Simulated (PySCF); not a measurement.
First SCF of a structure search on triplet [PH2]-, at a hand-made bent geometry. PySCF input:

```python
from pyscf import gto, scf, dft
mol = gto.M(atom='''
P      0.000000     0.000000     0.000000
H      1.171400     0.000000     0.820200
H     -1.171400     0.000000     0.820200''',
    basis={'P': 'def2-TZVPD', 'H': 'def2-TZVPD'},
    charge=-1, spin=2)
mf = dft.UKS(mol, xc='PBE0')
mf.grids.atom_grid = (50, 194)
aux = {'P': 'def2-universal-JKFIT', 'H': 'def2-universal-JKFIT'}
mf = mf.density_fit(auxbasis=aux)
mf.conv_tol = 1e-08
mf.diis_space = 10
mf.max_cycle = 60
mf.init_guess = 'minao'
mf.verbose = 4
mf.kernel()
```

Excerpt of the output (cycles alone):

```
init E= -342.199597346278
cycle= 1 E= -342.297331002539  delta_E= -0.0977  |g|= 0.124  |ddm|= 3.79
cycle= 2 E= -342.315440919841  delta_E= -0.0181  |g|= 0.101  |ddm|= 11.9
cycle= 3 E= -342.323480174143  delta_E= -0.00804  |g|= 0.02  |ddm|= 0.584
cycle= 4 E= -342.324032012255  delta_E= -0.000552  |g|= 0.00751  |ddm|= 1.58
cycle= 5 E= -342.324251665079  delta_E= -0.00022  |g|= 0.00268  |ddm|= 1.37
cycle= 6 E= -342.324283162125  delta_E= -3.15e-05  |g|= 0.00127  |ddm|= 0.48
cycle= 7 E= -342.324289152211  delta_E= -5.99e-06  |g|= 0.000372  |ddm|= 0.199
cycle= 8 E= -342.32428971312  delta_E= -5.61e-07  |g|= 6.53e-05  |ddm|= 0.0602
cycle= 9 E= -342.324289724665  delta_E= -1.15e-08  |g|= 1.31e-05  |ddm|= 0.00407
cycle= 10 E= -342.324289725174  delta_E= -5.09e-10  |g|= 2.56e-06  |ddm|= 0.000875
Extra cycle  E= -342.324289725188  delta_E= -1.38e-11  |g|= 1.02e-06  |ddm|= 3.74e-05
converged SCF energy = -342.324289725188  <S^2> = 2.0072318  2S+1 = 3.0048174
```

No lower solution of this spin was found from smeared starts or by a stability analysis within the unrestricted form.

The search for the lowest solution, 3 starts and the stability check together, took 4.5 s on 2 threads of a shared Arm Neoverse V2 host, with 61 basis functions; the process peaked at 0.3 GiB. Launch command: `OMP_NUM_THREADS=2 python axn.py task.json out`.
